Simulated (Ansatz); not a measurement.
The standard entropy of HO2 (SMILES [O]O) from a frequency calculation

A doublet with charge 0, relaxed at UHF/cc-pVTZ (Ansatz 0.2.0):

```xyz
3

O    -0.3515    0.9339   -0.0876
O    -0.2342   -0.3596   -0.1669
H     0.5857   -0.5742    0.2544
```

Harmonic wavenumbers in cm⁻¹: 1257, 1604, 4061.

Masses in u: O 15.999, H 1.008. Take T = 298.15 K, p = 1 bar, R = 8.3145 J/(mol K), kT/hc = 207.22 cm⁻¹, rigid rotor and harmonic oscillator.

Task: Work out S° at 298 K.

Result: 
1. Translation (Sackur–Tetrode): S = R[3/2 ln M + 5/2 ln T − 1.1517] with M = 33.006 gives 152.5 J/(mol K).
2. Rotation: principal moments 0.760, 14.406, 15.166 u Å² give A, B, C = 22.1761, 1.1702, 1.1115 cm⁻¹; the symmetry number is σ = 1; q = (√π/σ)√((kT/hc)³/ABC) = 984; S = R(ln q + 3/2) = 69.8.
3. Vibration: with u = ν̃/207.22, each mode gives R[u/(eᵘ − 1) − ln(1 − e⁻ᵘ)]; the sum is 0.2, most from 1257 cm⁻¹ (0.1).
4. Spin: R ln 2 = 5.8.
5. Sum: 152.5 + 69.8 + 0.2 + 5.8 = 228.3 J/(mol K).

The tabulated value is 229.0 J/(mol K) (CRC Handbook of Chemistry and Physics): the model is off by -0.7.
